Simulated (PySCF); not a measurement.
# SiBH5: a look at the electrons, part 3 of 3

Aim: take SiBH5 and analyse its density (charges, bond critical points, surface potential), compute its lowest excited states and measure its response to a uniform field.

PySCF 2.14.0; Gaussian basis, gas phase.

## Step 6: Response to an electric field (PBE/6-31+g*)

input.py reads:

```python
import numpy as np
from pyscf import gto, scf, dft
from pyscf.scf import atom_ks, atom_hf
from scipy.linalg import block_diag

def solve(mol, dm0=None, hcore=None):
    mf = (dft.UKS if mol.spin else dft.RKS)(mol, xc='pbe')
    mf.grids.level = 3
    mf = mf.density_fit(auxbasis='def2-universal-jkfit')
    mf.conv_tol, mf.max_cycle = 1e-8, 80
    if hcore is not None:
        mf.get_hcore = lambda *args: hcore
    mf.kernel(dm0)
    if not mf.converged:
        mf = mf.newton().run(mf.mo_coeff, mf.mo_occ, max_cycle=30)
    assert mf.converged, 'SCF not converged'
    return mf

mol = gto.M(atom='''
B     -1.40863    -0.00557     0.00017
Si     0.54732    -0.00191     0.00013
H     -2.03359    -0.99505    -0.00026
H     -2.01487     0.99596     0.00033
H      1.11858     0.69910     1.16223
H      1.11644     0.67781    -1.17668
H      1.19415    -1.32320     0.01172
''', basis='6-31+g*', charge=0, spin=0, verbose=4)
field = np.array([-0.0, -0.0, -0.002])  # atomic units
mol.set_common_orig(mol.atom_charges() @ mol.atom_coords() / mol.atom_charges().sum())
mf = solve(mol)
out = dict(dm0=mf.make_rdm1(), d0=mf.dip_moment(unit='AU'), e0=mf.e_tot)
for name, sign in (('p', 1), ('m', -1)):
    h = mf.get_hcore() + sign * np.einsum('x,xij->ij', field, mol.intor('int1e_r'))
    mi = solve(mol, mf.make_rdm1(), h)
    out.update({'dm' + name: mi.make_rdm1(), 'd' + name: mi.dip_moment(unit='AU'), 'e' + name: mi.e_tot})
# spherically averaged free atoms, for the promolecule
atm = atom_ks.get_atm_nrks(mol, xc='pbe')
pro = block_diag(*[(atm[a[0]][2] * atm[a[0]][3]) @ atm[a[0]][2].T for a in mol._atom])
np.savez('result.npz', pro=pro, **out)
```

Command:

```console
$ OMP_NUM_THREADS=1 python input.py
```

The program printed:

```text
[ENV] PYSCF_TMPDIR <dir>
[ENV] PYSCF_MAX_MEMORY 1375
[INPUT] verbose = 4
[INPUT] num. atoms = 7
[INPUT] num. electrons = 24
[INPUT] charge = 0
[INPUT] spin (= nelec alpha-beta = 2S) = 0
[INPUT] symmetry False subgroup None
[INPUT] Mole.unit = angstrom
[INPUT] Symbol           X                Y                Z      unit          X                Y                Z       unit  Magmom
[INPUT]  1 B     -1.408630000000  -0.005570000000   0.000170000000 AA   -2.661924910846  -0.010525774514   0.000321253441 Bohr   0.0
[INPUT]  2 Si     0.547320000000  -0.001910000000   0.000130000000 AA    1.034284902497  -0.003609376898   0.000245664396 Bohr   0.0
[INPUT]  3 H     -2.033590000000  -0.995050000000  -0.000260000000 AA   -3.842928149654  -1.880371980248  -0.000491328792 Bohr   0.0
[INPUT]  4 H     -2.014870000000   0.995960000000   0.000330000000 AA   -3.807552476602   1.882091631022   0.000623609621 Bohr   0.0
[INPUT]  5 H      1.118580000000   0.699100000000   1.162230000000 AA    2.113809848416   1.321107533683   2.196296393753 Bohr   0.0
[INPUT]  6 H      1.116440000000   0.677810000000  -1.176680000000 AA    2.109765834509   1.280875264491  -2.223602936253 Bohr   0.0
[INPUT]  7 H      1.194150000000  -1.323200000000   0.011720000000 AA    2.256616451649  -2.500485608024   0.022147590180 Bohr   0.0

nuclear repulsion = 48.5193547657866
number of shells = 28
number of NR pGTOs = 106
number of NR cGTOs = 50
basis = 6-31+g*
ecp = {}

******** <class 'pyscf.df.df_jk.DFRKS'> ********
method = DFRKS
initial guess = minao
damping factor = 0
level_shift factor = 0
DIIS = <class 'pyscf.scf.diis.CDIIS'>
diis_start_cycle = 1
diis_space = 8
diis_damp = 0
SCF conv_tol = 1e-08
SCF conv_tol_grad = None
SCF max_cycles = 80
direct_scf = False
XC library pyscf.dft.libxc version 7.0.0
    S. Lehtola, C. Steigemann, M. J.T. Oliveira, and M. A.L. Marques.,  SoftwareX 7, 1–5 (2018)
XC functionals = pbe
    J. P. Perdew, K. Burke, and M. Ernzerhof.,  Phys. Rev. Lett. 77, 3865 (1996)
    J. P. Perdew, K. Burke, and M. Ernzerhof.,  Phys. Rev. Lett. 78, 1396 (1997)
    J. P. Perdew, K. Burke, and M. Ernzerhof.,  Phys. Rev. Lett. 77, 3865 (1996)
    J. P. Perdew, K. Burke, and M. Ernzerhof.,  Phys. Rev. Lett. 78, 1396 (1997)
radial grids:
    Treutler-Ahlrichs [JCP 102, 346 (1995); DOI:10.1063/1.469408] (M4) radial grids

becke partition: Becke, JCP 88, 2547 (1988); DOI:10.1063/1.454033
pruning grids: <function nwchem_prune at 0xeb6332697600>
grids dens level: 3
symmetrized grids: False
atomic radii adjust function: <function treutler_atomic_radii_adjust at 0xeb63326cc540>
small_rho_cutoff = 0
Set gradient conv threshold to 0.0001
Initial guess from minao.
tot grids = 82272
init E= -316.863371787879
  HOMO = -0.331355820986913  LUMO = -0.171729833452018  gap/eV = 4.34364
cycle= 1 E= -317.045546068652  delta_E= -0.182  |g|= 0.152  |ddm|= 2.08
  HOMO = -0.245657414875821  LUMO = -0.102832994034337  gap/eV = 3.88645
cycle= 2 E= -317.050782054012  delta_E= -0.00524  |g|= 0.113  |ddm|= 0.429
  HOMO = -0.276583862399584  LUMO = -0.133717445305914  gap/eV = 3.88759
cycle= 3 E= -317.055624244804  delta_E= -0.00484  |g|= 0.0324  |ddm|= 0.202
  HOMO = -0.274412793788763  LUMO = -0.129957669688606  gap/eV = 3.93082
cycle= 4 E= -317.056075956008  delta_E= -0.000452  |g|= 0.00474  |ddm|= 0.0548
  HOMO = -0.274794281924145  LUMO = -0.130316440065106  gap/eV = 3.93144
cycle= 5 E= -317.05608754383  delta_E= -1.16e-05  |g|= 0.0005  |ddm|= 0.01
  HOMO = -0.27473121846389  LUMO = -0.130262766133872  gap/eV = 3.93119
cycle= 6 E= -317.056087658393  delta_E= -1.15e-07  |g|= 0.000165  |ddm|= 0.00129
  HOMO = -0.274718920861647  LUMO = -0.130250531874619  gap/eV = 3.93119
cycle= 7 E= -317.056087671754  delta_E= -1.34e-08  |g|= 1.64e-05  |ddm|= 0.000348
  HOMO = -0.274719455829731  LUMO = -0.13025221798708  gap/eV = 3.93115
cycle= 8 E= -317.056087671888  delta_E= -1.34e-10  |g|= 2.66e-06  |ddm|= 4.29e-05
  HOMO = -0.274719683318375  LUMO = -0.130252335675897  gap/eV = 3.93116
Extra cycle  E= -317.056087671889  delta_E= -1.82e-12  |g|= 1.77e-06  |ddm|= 8.51e-06
converged SCF energy = -317.056087671889
Dipole moment(X, Y, Z, A.U.): -0.22432,  0.03265, -0.00036

******** <class 'pyscf.df.df_jk.DFRKS'> ********
method = DFRKS
initial guess = minao
damping factor = 0
level_shift factor = 0
DIIS = <class 'pyscf.scf.diis.CDIIS'>
diis_start_cycle = 1
diis_space = 8
diis_damp = 0
SCF conv_tol = 1e-08
SCF conv_tol_grad = None
SCF max_cycles = 80
direct_scf = False
XC library pyscf.dft.libxc version 7.0.0
    S. Lehtola, C. Steigemann, M. J.T. Oliveira, and M. A.L. Marques.,  SoftwareX 7, 1–5 (2018)
XC functionals = pbe
    J. P. Perdew, K. Burke, and M. Ernzerhof.,  Phys. Rev. Lett. 77, 3865 (1996)
    J. P. Perdew, K. Burke, and M. Ernzerhof.,  Phys. Rev. Lett. 78, 1396 (1997)
    J. P. Perdew, K. Burke, and M. Ernzerhof.,  Phys. Rev. Lett. 77, 3865 (1996)
    J. P. Perdew, K. Burke, and M. Ernzerhof.,  Phys. Rev. Lett. 78, 1396 (1997)
radial grids:
    Treutler-Ahlrichs [JCP 102, 346 (1995); DOI:10.1063/1.469408] (M4) radial grids

becke partition: Becke, JCP 88, 2547 (1988); DOI:10.1063/1.454033
pruning grids: <function nwchem_prune at 0xeb6332697600>
grids dens level: 3
symmetrized grids: False
atomic radii adjust function: <function treutler_atomic_radii_adjust at 0xeb63326cc540>
small_rho_cutoff = 0
Overwritten attributes  get_hcore  of <class 'pyscf.df.df_jk.DFRKS'>
Set gradient conv threshold to 0.0001
tot grids = 82272
init E= -317.056088387518
  HOMO = -0.27470729081745  LUMO = -0.130275679233412  gap/eV = 3.93018
cycle= 1 E= -317.056106522323  delta_E= -1.81e-05  |g|= 0.00947  |ddm|= 0.0622
  HOMO = -0.274734228993764  LUMO = -0.130273213169846  gap/eV = 3.93098
cycle= 2 E= -317.056097151349  delta_E= 9.37e-06  |g|= 0.0105  |ddm|= 0.033
  HOMO = -0.274730190714003  LUMO = -0.13028835948135  gap/eV = 3.93046
cycle= 3 E= -317.05615332324  delta_E= -5.62e-05  |g|= 0.000127  |ddm|= 0.0169
  HOMO = -0.274720617826765  LUMO = -0.130279651615148  gap/eV = 3.93044
cycle= 4 E= -317.056153330154  delta_E= -6.91e-09  |g|= 2.94e-05  |ddm|= 0.000241
  HOMO = -0.274729413503537  LUMO = -0.130289753677878  gap/eV = 3.93040
Extra cycle  E= -317.05615333  delta_E= 1.53e-10  |g|= 3.53e-05  |ddm|= 0.000103
converged SCF energy = -317.05615333
Dipole moment(X, Y, Z, A.U.): -0.22418,  0.03270, -0.06535

******** <class 'pyscf.df.df_jk.DFRKS'> ********
method = DFRKS
initial guess = minao
damping factor = 0
level_shift factor = 0
DIIS = <class 'pyscf.scf.diis.CDIIS'>
diis_start_cycle = 1
diis_space = 8
diis_damp = 0
SCF conv_tol = 1e-08
SCF conv_tol_grad = None
SCF max_cycles = 80
direct_scf = False
XC library pyscf.dft.libxc version 7.0.0
    S. Lehtola, C. Steigemann, M. J.T. Oliveira, and M. A.L. Marques.,  SoftwareX 7, 1–5 (2018)
XC functionals = pbe
    J. P. Perdew, K. Burke, and M. Ernzerhof.,  Phys. Rev. Lett. 77, 3865 (1996)
    J. P. Perdew, K. Burke, and M. Ernzerhof.,  Phys. Rev. Lett. 78, 1396 (1997)
    J. P. Perdew, K. Burke, and M. Ernzerhof.,  Phys. Rev. Lett. 77, 3865 (1996)
    J. P. Perdew, K. Burke, and M. Ernzerhof.,  Phys. Rev. Lett. 78, 1396 (1997)
radial grids:
    Treutler-Ahlrichs [JCP 102, 346 (1995); DOI:10.1063/1.469408] (M4) radial grids

becke partition: Becke, JCP 88, 2547 (1988); DOI:10.1063/1.454033
pruning grids: <function nwchem_prune at 0xeb6332697600>
grids dens level: 3
symmetrized grids: False
atomic radii adjust function: <function treutler_atomic_radii_adjust at 0xeb63326cc540>
small_rho_cutoff = 0
Set gradient conv threshold to 0.0001
tot grids = 82272
init E= -317.056086956259
  HOMO = -0.274709588207431  LUMO = -0.130281014567512  gap/eV = 3.93010
cycle= 1 E= -317.056105106319  delta_E= -1.82e-05  |g|= 0.00947  |ddm|= 0.0622
  HOMO = -0.274749115279418  LUMO = -0.130286092987473  gap/eV = 3.93104
cycle= 2 E= -317.056095752846  delta_E= 9.35e-06  |g|= 0.0105  |ddm|= 0.033
  HOMO = -0.27473041209986  LUMO = -0.130288085980566  gap/eV = 3.93048
cycle= 3 E= -317.056151909047  delta_E= -5.62e-05  |g|= 0.000124  |ddm|= 0.0169
  HOMO = -0.274729957902744  LUMO = -0.130289924447386  gap/eV = 3.93041
cycle= 4 E= -317.056151915858  delta_E= -6.81e-09  |g|= 1.72e-05  |ddm|= 0.000228
  HOMO = -0.274728762857178  LUMO = -0.130288534053034  gap/eV = 3.93042
Extra cycle  E= -317.056151915917  delta_E= -5.84e-11  |g|= 1.37e-05  |ddm|= 5.85e-05
converged SCF energy = -317.056151915917
Dipole moment(X, Y, Z, A.U.): -0.22441,  0.03265,  0.06464
Spherically averaged atomic KS for {'B', 'H', 'Si'}

******** <class 'pyscf.scf.atom_ks.AtomSphAverageRKS'> ********
method = AtomSphAverageRKS
initial guess = vsap
damping factor = 0
level_shift factor = 0
diis_start_cycle = 1
diis_space = 12
SCF conv_tol = 1e-09
SCF conv_tol_grad = None
SCF max_cycles = 50
direct_scf = True
direct_scf_tol = 1e-13
XC library pyscf.dft.libxc version 7.0.0
    S. Lehtola, C. Steigemann, M. J.T. Oliveira, and M. A.L. Marques.,  SoftwareX 7, 1–5 (2018)
XC functionals = pbe
    J. P. Perdew, K. Burke, and M. Ernzerhof.,  Phys. Rev. Lett. 77, 3865 (1996)
    J. P. Perdew, K. Burke, and M. Ernzerhof.,  Phys. Rev. Lett. 78, 1396 (1997)
    J. P. Perdew, K. Burke, and M. Ernzerhof.,  Phys. Rev. Lett. 77, 3865 (1996)
    J. P. Perdew, K. Burke, and M. Ernzerhof.,  Phys. Rev. Lett. 78, 1396 (1997)
radial grids:
    Treutler-Ahlrichs [JCP 102, 346 (1995); DOI:10.1063/1.469408] (M4) radial grids

becke partition: Becke, JCP 88, 2547 (1988); DOI:10.1063/1.454033
pruning grids: <function nwchem_prune at 0xeb6332697600>
grids dens level: 3
symmetrized grids: False
atomic radii adjust function: <function treutler_atomic_radii_adjust at 0xeb63326cc540>
User specified grid scheme (100, 434)
small_rho_cutoff = 0
Set gradient conv threshold to 3.16228e-05
tot grids = 24752
init E= 23.9300966185387
cycle= 1 E= 23.9298592892908  delta_E= -0.000237  |g|=    0  |ddm|= 0.0344
cycle= 2 E= 23.9298535567739  delta_E= -5.73e-06  |g|=    0  |ddm|= 0.00849
cycle= 3 E= 23.9298510851587  delta_E= -2.47e-06  |g|=    0  |ddm|= 0.00446
cycle= 4 E= 23.9298508258559  delta_E= -2.59e-07  |g|=    0  |ddm|= 0.0019
cycle= 5 E= 23.9298507118899  delta_E= -1.14e-07  |g|=    0  |ddm|= 0.000949
cycle= 6 E= 23.9298507004442  delta_E= -1.14e-08  |g|=    0  |ddm|= 0.000399
cycle= 7 E= 23.9298506954115  delta_E= -5.03e-09  |g|=    0  |ddm|= 0.000199
cycle= 8 E= 23.9298506947091  delta_E= -7.02e-10  |g|=    0  |ddm|= 3.83e-05
Extra cycle  E= 23.9298506946702  delta_E= -3.89e-11  |g|=    0  |ddm|= 2.33e-05
Atomic HF for atom  B  converged. SCF energy = 23.9298506946702

******** <class 'pyscf.scf.atom_ks.AtomSphAverageRKS'> ********
method = AtomSphAverageRKS
initial guess = vsap
damping factor = 0
level_shift factor = 0
diis_start_cycle = 1
diis_space = 12
SCF conv_tol = 1e-09
SCF conv_tol_grad = None
SCF max_cycles = 50
direct_scf = True
direct_scf_tol = 1e-13
XC library pyscf.dft.libxc version 7.0.0
    S. Lehtola, C. Steigemann, M. J.T. Oliveira, and M. A.L. Marques.,  SoftwareX 7, 1–5 (2018)
XC functionals = pbe
    J. P. Perdew, K. Burke, and M. Ernzerhof.,  Phys. Rev. Lett. 77, 3865 (1996)
    J. P. Perdew, K. Burke, and M. Ernzerhof.,  Phys. Rev. Lett. 78, 1396 (1997)
    J. P. Perdew, K. Burke, and M. Ernzerhof.,  Phys. Rev. Lett. 77, 3865 (1996)
    J. P. Perdew, K. Burke, and M. Ernzerhof.,  Phys. Rev. Lett. 78, 1396 (1997)
radial grids:
    Treutler-Ahlrichs [JCP 102, 346 (1995); DOI:10.1063/1.469408] (M4) radial grids

becke partition: Becke, JCP 88, 2547 (1988); DOI:10.1063/1.454033
pruning grids: <function nwchem_prune at 0xeb6332697600>
grids dens level: 3
symmetrized grids: False
atomic radii adjust function: <function treutler_atomic_radii_adjust at 0xeb63326cc540>
User specified grid scheme (100, 434)
small_rho_cutoff = 0
Set gradient conv threshold to 3.16228e-05
tot grids = 24008
init E= -240.640019960709
cycle= 1 E= -240.648309226946  delta_E= -0.00829  |g|=    0  |ddm|= 0.368
cycle= 2 E= -240.649979030093  delta_E= -0.00167  |g|=    0  |ddm|= 0.252
cycle= 3 E= -240.650728232052  delta_E= -0.000749  |g|=    0  |ddm|= 0.122
cycle= 4 E= -240.650804338209  delta_E= -7.61e-05  |g|=    0  |ddm|= 0.0524
cycle= 5 E= -240.650837414963  delta_E= -3.31e-05  |g|=    0  |ddm|= 0.0261
cycle= 6 E= -240.650840835929  delta_E= -3.42e-06  |g|=    0  |ddm|= 0.0111
cycle= 7 E= -240.650842312069  delta_E= -1.48e-06  |g|=    0  |ddm|= 0.00552
cycle= 8 E= -240.650842465533  delta_E= -1.53e-07  |g|=    0  |ddm|= 0.00234
cycle= 9 E= -240.650842531651  delta_E= -6.61e-08  |g|=    0  |ddm|= 0.00117
cycle= 10 E= -240.650842538533  delta_E= -6.88e-09  |g|=    0  |ddm|= 0.000496
cycle= 11 E= -240.650842541497  delta_E= -2.96e-09  |g|=    0  |ddm|= 0.000248
cycle= 12 E= -240.650842541926  delta_E= -4.29e-10  |g|=    0  |ddm|= 4.85e-05
Extra cycle  E= -240.650842541948  delta_E= -2.2e-11  |g|=    0  |ddm|= 2.84e-05
Atomic HF for atom  Si  converged. SCF energy = -240.650842541948

******** <class 'pyscf.scf.atom_ks.AtomSphAverageRKS'> ********
method = AtomSphAverageRKS
initial guess = vsap
damping factor = 0
level_shift factor = 0
diis_start_cycle = 1
diis_space = 12
SCF conv_tol = 1e-09
SCF conv_tol_grad = None
SCF max_cycles = 50
direct_scf = True
direct_scf_tol = 1e-13
XC library pyscf.dft.libxc version 7.0.0
    S. Lehtola, C. Steigemann, M. J.T. Oliveira, and M. A.L. Marques.,  SoftwareX 7, 1–5 (2018)
XC functionals = pbe
    J. P. Perdew, K. Burke, and M. Ernzerhof.,  Phys. Rev. Lett. 77, 3865 (1996)
    J. P. Perdew, K. Burke, and M. Ernzerhof.,  Phys. Rev. Lett. 78, 1396 (1997)
    J. P. Perdew, K. Burke, and M. Ernzerhof.,  Phys. Rev. Lett. 77, 3865 (1996)
    J. P. Perdew, K. Burke, and M. Ernzerhof.,  Phys. Rev. Lett. 78, 1396 (1997)
radial grids:
    Treutler-Ahlrichs [JCP 102, 346 (1995); DOI:10.1063/1.469408] (M4) radial grids

becke partition: Becke, JCP 88, 2547 (1988); DOI:10.1063/1.454033
pruning grids: <function nwchem_prune at 0xeb6332697600>
grids dens level: 3
symmetrized grids: False
atomic radii adjust function: <function treutler_atomic_radii_adjust at 0xeb63326cc540>
User specified grid scheme (100, 434)
small_rho_cutoff = 0
Set gradient conv threshold to 3.16228e-05
tot grids = 26240
init E= 48.0709445108304
cycle= 1 E= 48.0643510942751  delta_E= -0.00659  |g|=    0  |ddm|= 0.175
cycle= 2 E= 48.0643167115273  delta_E= -3.44e-05  |g|=    0  |ddm|= 0.0125
cycle= 3 E= 48.064316399327  delta_E= -3.12e-07  |g|=    0  |ddm|= 0.00119
cycle= 4 E= 48.0643163965821  delta_E= -2.74e-09  |g|=    0  |ddm|= 0.000112
cycle= 5 E= 48.0643163965626  delta_E= -1.95e-11  |g|=    0  |ddm|= 5.26e-06
Extra cycle  E= 48.0643163965577  delta_E= -4.92e-12  |g|=    0  |ddm|= 4.73e-06
Atomic HF for atom  H  converged. SCF energy = 48.0643163965577
```

Wall time 6.1 s (1 thread of Arm Neoverse V2, shared host); peak memory 0.27 GiB.

## Step 7: What the saved matrices give

Change of the density in a field of 0.10 V/Å.

The induced dipole is 0.17 D (along the field); α along this axis, from the fields in both directions, is 32 bohr³ (4.8 Å³).

Electrons gather most on H5 (Hirshfeld charge changes by −0.004 e) and leave H6 most (+0.005 e); 0.017 electrons are displaced in all.

## Step 8: Summary of results

What follows sums up all 3 parts.

```
                                    quantity            value
               dipole moment (TPSS/def2-svp)           0.62 D
                  HOMO, LUMO (TPSS/def2-svp)  -7.66, -3.35 eV
 lowest singlet excitation (B3LYP/def2-tzvp)          4.39 eV
polarisability along the field (PBE/6-31+g*)       32.5 bohr³
```

What this shows: At TPSS/def2-svp: The highest Hirshfeld charge is on Si2 (+0.25 e), the lowest on H7 (−0.09 e). All values hold at the given geometry, in the gas phase.
